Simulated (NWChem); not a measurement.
**U-r2SCAN/6-311+G(d,p) run of BH2O (SMILES B[O])**

What is the vertical ionisation energy of BH2O at U-r2SCAN/6-311+G**? 

Program for the calculation: NWChem 7.3.0.

## Step 1: The structure to begin with

BH2O: 4 atoms, total charge 0, spin state doublet. As SMILES, `B[O]`. The coordinates come from a PBE0-D4/def2-TZVP relaxation.

Bond lengths: B1–O2 1.281 Å, B1–H3 1.211 Å, B1–H4 1.211 Å. Angles: O2–B1–H3 119.9°, O2–B1–H4 119.9°, H3–B1–H4 120.2°.

## Step 2: The energy at U-r2SCAN/6-311+G(d,p)

File mymol.nw:

```
START mymol
memory 2200 mb
GEOMETRY units angstrom noautosym nocenter noautoz
  B    -0.001100   -0.010300   -0.015100
  O     1.025300   -0.340800    0.676900
  H    -1.052600   -0.587700    0.151600
  H     0.083900    0.878500   -0.833600
END
BASIS spherical bse
  * library 6-311+G**
END
DFT
  xc r2scan
  mult 2
  grid lebedev 50 8
  convergence energy 1e-08
  iterations 100
  mulliken
  noprint "final vectors analysis"
END
TASK dft energy
```

The run is started by

```sh
$ nwchem mymol.nw > mymol.out
```

What it wrote:

```text
[...]
          Wavefunction type:  spin polarized.
          No. of atoms     :     4
          No. of electrons :    15
[...]
          Charge           :     0
          Spin multiplicity:     2
[...]
          AO basis - number of functions:    56
[...]
              XC Information
              --------------
                      r^2SCAN Method XC Functional
               r^2SCAN metaGGA Exchange Functional  1.000
                     r^2SCAN Correlation Potential  1.000
[...]
 d= 0,ls=0.0,diis     1   -101.0907021428 -1.26D+02  2.04D-02  1.76D-01     0.3
[...]
 d= 0,ls=0.0,diis    12   -101.2185374993 -6.89D-10  6.02D-08  7.40D-12     2.4
[...]
         Total DFT energy =     -101.218537499339
      One electron energy =     -187.107892831860
           Coulomb energy =       74.107717931108
    Exchange-Corr. energy =      -13.284550329333
 Nuclear repulsion energy =       25.066187730746
[...]
      Total Density - Mulliken Population Analysis
     ---------------------------------------------
    Atom       Charge   Shell Charges
 -----------   ------   -------------------------------------------------------
    1 B    5     4.99   1.13  0.85  0.50  0.67  0.97  0.39  0.35  0.01  0.01  0.11
    2 O    8     8.08   1.09  0.91  0.93  1.05  1.97  0.81  1.29 -0.00  0.02  0.01
    3 H    1     0.96   0.25  0.56  0.14  0.02
    4 H    1     0.96   0.25  0.56  0.14  0.02
[...]
      <S2> =      0.7603 (Exact =     0.7500)
[...]
```

It took 2.9 s on 1 thread of Intel Xeon 6975P-C (Granite Rapids), shared host; peak memory 0.11 GiB.

## Step 3: The singlet cation at the same level

File bh2o.nw:

```
start bh2o
memory 2200 mb
charge 1

geometry noautosym nocenter noautoz
 B     -0.001100    -0.010300    -0.015100
 O      1.025300    -0.340800     0.676900
 H     -1.052600    -0.587700     0.151600
 H      0.083900     0.878500    -0.833600
end

basis "ao basis" spherical bse
 * library 6-311+G**
end

dft
 xc r2scan
 grid lebedev 50 8
 convergence energy 1e-08
 iterations 100
 mulliken
 print low
end

task dft energy
```

The run is started by

```sh
$ nwchem bh2o.nw > bh2o.out
```

What it wrote:

```text
[...]
 d= 0,ls=0.0,diis     1   -100.0819004784 -1.25D+02  1.54D-01  5.56D+00     0.2
[...]
 d= 0,ls=0.0,diis    12   -100.7686791597 -1.71D-11  4.33D-08  1.59D-11     1.7
         Total DFT energy =     -100.768679159656
      One electron energy =     -181.910723454010
           Coulomb energy =       68.952768968882
    Exchange-Corr. energy =      -12.876912405274
 Nuclear repulsion energy =       25.066187730746
[...]
      Total Density - Mulliken Population Analysis
     ---------------------------------------------
    Atom       Charge   Shell Charges
 -----------   ------   -------------------------------------------------------
    1 B    5     4.90   1.13  0.85  0.48  0.74  0.95  0.39  0.26 -0.00  0.01  0.08
    2 O    8     7.71   1.09  0.91  0.90  1.10  1.89  0.80  1.11 -0.05 -0.05  0.01
    3 H    1     0.70   0.21  0.46  0.01  0.02
    4 H    1     0.70   0.21  0.46  0.01  0.02
[...]
```

It took 2.2 s on 1 thread of Intel Xeon 6975P-C (Granite Rapids), shared host; peak memory 0.11 GiB.

## Step 4: Outcome

Level: U-r2SCAN/6-311+G**.

```
                                          quantity          value
                        doublet BH2O: total energy  -101.21854 Eh
                       doublet BH2O: dipole moment         1.61 D
                                doublet BH2O: ⟨S²⟩          0.760
                      singlet cation: total energy  -100.76868 Eh
vertical ionisation energy (to the singlet cation)      12.241 eV
```

The vertical ionisation energy comes to 12.24 eV (1181 kJ/mol). Only the singlet of the ionised species was computed; a triplet could lie lower. Mulliken charges (doublet BH2O) run from -0.08 on O2 to +0.04 on H3; in a basis this large or diffuse they mean little. Mulliken charges (singlet cation) run from +0.10 on B1 to +0.30 on H3; in a basis this large or diffuse they mean little.
